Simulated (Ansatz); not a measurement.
Barrier height from H + H2 to the transition structure H3, without zero-point energy, on the benchmark's geometries as Psi4's copy of the set gives them.
Transition structure (charge 0, multiplicity 2):
```xyz
3

H      0.00000     0.00000     0.00000
H      0.00000     0.00000     0.92947
H      0.00000     0.00000    -0.92947
```
Reactant (charge 0, multiplicity 1):
```xyz
2

H      0.00000     0.00000     0.00000
H      0.74188     0.00000     0.00000
```

Open shells are unrestricted; no spin–orbit coupling.

CBS(a, b) extrapolates the correlation energy as X⁻³ and adds the Hartree–Fock energy of set b.

Programs: Ansatz (a first-principles code). Values without a source in brackets are computed.

The comparison value is 40.3 kJ/mol (CCSD(T)/CBS(aug-cc-pVTZ, aug-cc-pVQZ)). It is a level with limits of its own, not the exact answer.

Order these levels by how close they come to the comparison value for the barrier height, closest first: SVWN5/def2-TZVPPD, B97M-V/def2-TZVPPD, CCSD(T)/cc-pVDZ. Give each level's value less the comparison value.

CCSD(T)/cc-pVDZ (2.5 kJ/mol), B97M-V/def2-TZVPPD (-21.9 kJ/mol), SVWN5/def2-TZVPPD (-52.4 kJ/mol)
